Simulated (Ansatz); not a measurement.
# MgH2 (triplet): the correlation ladder at angle H2–Mg1–H3 = 23.7°, aug-cc-pVTZ

One table from this session's results is given with a row withheld; the runs are named, their logs left out.

Method: aug-cc-pVTZ, core rule «outside noble gas», up to 5 orbitals frozen; program: Ansatz 0.2.0, Gaussian basis.

To be run: UHF; CCSD(T) on ROHF; CCSD(T) on UHF; BCCD(T) on ROHF; CCSDT(Q) on ROHF; CCSDT(Q) on UHF; Full CI.

12 further runs of the same task are left out: 1 for a known fault of the program, 9 that didn't finish, 2 set aside as unsound or not needed. Runs told in other sessions of the task aren't counted.

**What is computed**

The geometry derives from a PBE0/def2-TZVP stationary point (not a proven minimum). One angle is set to the value named; bond lengths are kept.

3 atoms, charge 0, spin multiplicity 3.

Atoms are counted from 1 here; the program's logs count them from 0.

Bond lengths: Mg1–H2 1.997 Å, Mg1–H3 1.997 Å, H2–H3 0.821 Å. Angles: H2–Mg1–H3 23.7°, Mg1–H2–H3 78.1°, Mg1–H3–H2 78.1°.

Set-up of the first run:

File in.yaml:

```yaml
crystal:
  periodic: [false, false, false]
  atoms:
    - {symbol: Mg, position_ang: [0.000000, 0.000000, -0.149686]}
    - {symbol: H, position_ang: [0.000000, 0.410416, 1.804730]}
    - {symbol: H, position_ang: [0.000000, -0.410416, 1.804730]}
basis:
  gaussian: {orbitals: aug-cc-pVTZ}
magnetization: {spin_polarized: true, initial_magnetization: 2}
hamiltonian: {xc: hf}
output: {orbitals: {seedname: orbitals}}
```

Launch:

```console
$ ansatz run in.yaml --threads 1 --pin off --events-out ev --progress --plain --max-ram 2393MiB
```

Among the steps run: UHF; CCSD(T) on ROHF; CCSD(T) on UHF; BCCD(T) on ROHF; CCSDT(Q) on ROHF; CCSDT(Q) on UHF; Full CI.

One table of the session follows, with a row left open; its other results are not shown here.

It belongs to the step «Misses and costs». 

| method | from FCI (meV) |
| --- | --- |
| ROHF | +1496.8 |
| UHF | +1486.9 |
| RMP2 | +343.0 |
| UMP2 | ? |
| RCCSD | +28.1 |
| UCCSD | +26.6 |
| RCCSD(T) | +6.6 |
| UCCSD(T) | +5.4 |
| BCCD(T) | +6.3 |
| RCCSDT | +0.3 |
| UCCSDT | -1.0 |
| RCCSDT(Q) | +0.1 |
| UCCSDT(Q) | -1.2 |
| FCI | 0 |

Estimate the missing values for UMP2.

The run gave: from FCI (meV): +339.8. In the column «from FCI (meV)» it lies between RCCSD (+28.1) and RMP2 (+343.0).

Limits of these values: Levels on UHF freeze UHF's core orbitals, full CI those of ROHF, so the U rows can settle a little off it for that reason alone. Restricted and unrestricted rows rest on different reference determinants; a gap between their highest levels can come from leftover correlation error, from unlike frozen cores or from another state.
